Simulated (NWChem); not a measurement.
Everything below was run with NWChem. System: NO, charge 0, spin multiplicity 2, displaced from the optimised geometry. Its SCF solution wasn't tested for a lower state.

The NWChem input:

```
start mol
memory heap 200 mb stack 900 mb global 1100 mb
geometry units angstroms nocenter noautoz
  N      0.000000     0.000000     0.631217
  O      0.000000     0.000000    -0.552315
  symmetry group C2v
end
basis spherical
  * library def2-tzvp
end
dft
  xc pbe0
  odft
  mult 2
  semidirect memsize 60000000 filesize 0
  iterations 100
  convergence nodiis damp 40
end
task dft gradient
```

The output up to the point where the run's verdict is printed (cleaned and shortened):

```
             Northwest Computational Chemistry Package (NWChem) 7.3.0
             --------------------------------------------------------

                                NWChem Input Module
                                -------------------

 Scaling coordinates for geometry "geometry" by  1.889725989
 (inverse scale =  0.529177249)

 Turning off AUTOSYM since
 SYMMETRY directive was detected!

                             Geometry "geometry" -> ""
                             -------------------------

 Output coordinates in angstroms (scale by  1.889725989 to convert to a.u.)

  No.       Tag          Charge          X              Y              Z
 ---- ---------------- ---------- -------------- -------------- --------------
    1 N                    7.0000     0.00000000     0.00000000     0.63121700
    2 O                    8.0000     0.00000000     0.00000000    -0.55231500

 Effective nuclear repulsion energy (a.u.)      25.0385506636

            Nuclear Dipole moment (a.u.)
            ----------------------------
        X                 Y               Z
 ---------------- ---------------- ----------------
     0.0000000000     0.0000000000    -0.0000018897

      Symmetry information
      --------------------

 Group name             C2v
 Group number             16
 Group order               4
 No. of unique centers     2

      Symmetry unique atoms

     1    2


 Summary of "ao basis" -> "" (spherical)
 ------------------------------------------------------------------------------
       Tag                 Description            Shells   Functions and Types
 ---------------- ------------------------------  ------  ---------------------
 *                         def2-tzvp                  on all atoms

                                 NWChem DFT Module
                                 -----------------

 Summary of "ao basis" -> "ao basis" (spherical)
 ------------------------------------------------------------------------------
       Tag                 Description            Shells   Functions and Types
 ---------------- ------------------------------  ------  ---------------------
[...]
 d= 0,ls=0.5         73   -114.0960966690 -2.51D+00  6.89D-02               2.5
                                                     6.51D-02
 d= 0,ls=0.5         74   -111.5845674405  2.51D+00  6.89D-02               2.5
                                                     6.51D-02
 d= 0,ls=0.5         75   -114.0960966690 -2.51D+00  6.89D-02               2.6
                                                     6.51D-02
 d= 0,ls=0.5         76   -111.5845674405  2.51D+00  6.89D-02               2.6
                                                     6.51D-02
 d= 0,ls=0.5         77   -114.0960966690 -2.51D+00  6.89D-02               2.6
                                                     6.51D-02
 d= 0,ls=0.5         78   -111.5845674405  2.51D+00  6.89D-02               2.7
                                                     6.51D-02
 d= 0,ls=0.5         79   -114.0960966690 -2.51D+00  6.89D-02               2.7
                                                     6.51D-02
 d= 0,ls=0.5         80   -111.5845674405  2.51D+00  6.89D-02               2.7
                                                     6.51D-02
 d= 0,ls=0.5         81   -114.0960966690 -2.51D+00  6.89D-02               2.8
                                                     6.51D-02
 d= 0,ls=0.5         82   -111.5845674405  2.51D+00  6.89D-02               2.8
                                                     6.51D-02
 d= 0,ls=0.5         83   -114.0960966690 -2.51D+00  6.89D-02               2.8
                                                     6.51D-02
 d= 0,ls=0.5         84   -111.5845674405  2.51D+00  6.89D-02               2.8
                                                     6.51D-02
 d= 0,ls=0.5         85   -114.0960966690 -2.51D+00  6.89D-02               2.9
                                                     6.51D-02
 d= 0,ls=0.5         86   -111.5845674405  2.51D+00  6.89D-02               2.9
                                                     6.51D-02
 d= 0,ls=0.5         87   -114.0960966690 -2.51D+00  6.89D-02               2.9
                                                     6.51D-02
 d= 0,ls=0.5         88   -111.5845674405  2.51D+00  6.89D-02               3.0
                                                     6.51D-02
 d= 0,ls=0.5         89   -114.0960966690 -2.51D+00  6.89D-02               3.0
                                                     6.51D-02
 d= 0,ls=0.5         90   -111.5845674405  2.51D+00  6.89D-02               3.0
                                                     6.51D-02
 d= 0,ls=0.5         91   -114.0960966690 -2.51D+00  6.89D-02               3.1
                                                     6.51D-02
 d= 0,ls=0.5         92   -111.5845674405  2.51D+00  6.89D-02               3.1
                                                     6.51D-02
 d= 0,ls=0.5         93   -114.0960966690 -2.51D+00  6.89D-02               3.1
                                                     6.51D-02
 d= 0,ls=0.5         94   -111.5845674405  2.51D+00  6.89D-02               3.2
                                                     6.51D-02
 d= 0,ls=0.5         95   -114.0960966690 -2.51D+00  6.89D-02               3.2
                                                     6.51D-02
 d= 0,ls=0.5         96   -111.5845674405  2.51D+00  6.89D-02               3.2
                                                     6.51D-02
 d= 0,ls=0.5         97   -114.0960966690 -2.51D+00  6.89D-02               3.2
                                                     6.51D-02
 d= 0,ls=0.5         98   -111.5845674405  2.51D+00  6.89D-02               3.3
                                                     6.51D-02
 d= 0,ls=0.5         99   -114.0960966690 -2.51D+00  6.89D-02               3.3
                                                     6.51D-02
 d= 0,ls=0.5        100   -111.5845674405  2.51D+00  6.89D-02               3.3
                                                     6.51D-02
```

Convergence was not reached. The next line reads: Calculation failed to converge. NWChem stopped with the message: dft gradient failed.
